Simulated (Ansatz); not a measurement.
A made-up structure of AlSiH3Cl, doublet:

```
6
angstrom
Si -0.5602 -0.0198 -0.8062
Al 0.5986 -0.1642 0.7244
Cl 0.4363 1.6440 1.8166
H -0.5602 -1.1914 -1.6605
H -1.3784 1.2415 -1.0356
H 1.4639 -1.5101 0.9614
```

It is relaxed with PBE-D4/def2-SVP and then PBE0-D4/def2-TZVP (Ansatz 0.2.0). Atoms count as bonded within 1.22 times the sum of their covalent radii (H–H: 0.88 Å). The end point is not checked to be a true minimum.

Problem. Does its bonding change? (Judge from chemistry; the calculation decides.)

Solution. Computed: No: no bond forms or breaks.

Where it ends: The first stage lowers the energy by 2.07 eV in 6 steps. It ends as AlSiH₃Cl ([SiH2][AlH][Cl]):
Si1  (-0.688, -0.035, -0.997)
Al2  (0.712, -0.132, 0.908)
Cl3  (0.726, 1.555, 2.160)
H4  (-0.819, -1.136, -1.985)
H5  (-1.545, 1.120, -1.360)
H6  (1.614, -1.371, 1.275)
(Å)

Labels in which every atom is bracketed show which atoms are joined, not bond orders.

For scale, one of the runs: PBE0-D4/def2-TZVP relaxation, 129 basis functions, launched by `ansatz run in.yaml --threads 2 --pin off --events-out ev --progress --plain --max-ram 4352MiB`. Hardware: 2 CPU threads of an Arm Neoverse V2, shared host. Wall time about 16 s.
